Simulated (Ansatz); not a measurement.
# C2H6ClO: the cost of one run

Method: UKS revPBE-D4/def2-SVP, in Ansatz 0.2.0.

## Step 1: Starting point

Bond lengths: C2–O3 1.356 Å, O3–C4 1.407 Å, C2–H6 1.083 Å, C2–H7 1.090 Å, C4–H8 1.095 Å, C4–H9 1.095 Å, C4–H10 1.088 Å. Angles: C2–O3–C4 115.2°, O3–C2–H6 110.3°, O3–C2–H7 115.5°, H6–C2–H7 114.9°, O3–C4–H8 109.7°, O3–C4–H9 111.4°, O3–C4–H10 107.0°, H8–C4–H9 108.8°, H8–C4–H10 110.0°, H9–C4–H10 110.0°.

Structure file:

```xyz
10

H     0.5522    0.5000   -1.3212
C     0.6428   -0.6946   -0.6172
O    -0.5230   -0.8689    0.0540
C    -0.7608    0.0516    1.0915
Cl    0.2976    2.1295   -1.9155
H     0.7657   -1.4691   -1.3643
H     1.5201   -0.5140    0.0041
H    -0.8344    1.0632    0.6777
H     0.0429    0.0323    1.8347
H    -1.7030   -0.2299    1.5561
```

## Step 2: A restrained relaxation towards end A

Springs on the bonds that form and break draw the guess towards this end; the thresholds are loose.

input.yaml

```yaml
crystal:
  periodic: [false, false, false]
  atoms:
    - { symbol: H, position_ang: [0.5522, 0.5, -1.3212] }
    - { symbol: C, position_ang: [0.6428, -0.6946, -0.6172] }
    - { symbol: O, position_ang: [-0.523, -0.8689, 0.054] }
    - { symbol: C, position_ang: [-0.7608, 0.0516, 1.0915] }
    - { symbol: Cl, position_ang: [0.2976, 2.1295, -1.9155] }
    - { symbol: H, position_ang: [0.7657, -1.4691, -1.3643] }
    - { symbol: H, position_ang: [1.5201, -0.514, 0.0041] }
    - { symbol: H, position_ang: [-0.8344, 1.0632, 0.6777] }
    - { symbol: H, position_ang: [0.0429, 0.0323, 1.8347] }
    - { symbol: H, position_ang: [-1.703, -0.2299, 1.5561] }
magnetization:
  spin_polarized: true
  initial_magnetization: 1
basis:
  gaussian: { orbitals: def2-SVP }
hamiltonian:
  xc: revpbe
  dispersion: d4
relax:
  f_tol: 0.15
  max_steps: 25
  restrain:
    - { distance: [0, 4], at: 2.63, k: 30.0 }
    - { distance: [1, 0], at: 1.07, k: 30.0 }
output:
  orbitals: {}
```

Command:

```sh
> ansatz run input.yaml --threads 2 --pin off --max-ram 3072MiB --backend cpu --events-out ev --progress --plain --runs-dir out
```

What time and memory should one allow on 2 threads of Intel Xeon Platinum 8488C (Sapphire Rapids), shared host?

About 33 s, with a peak of 0.21 GiB.
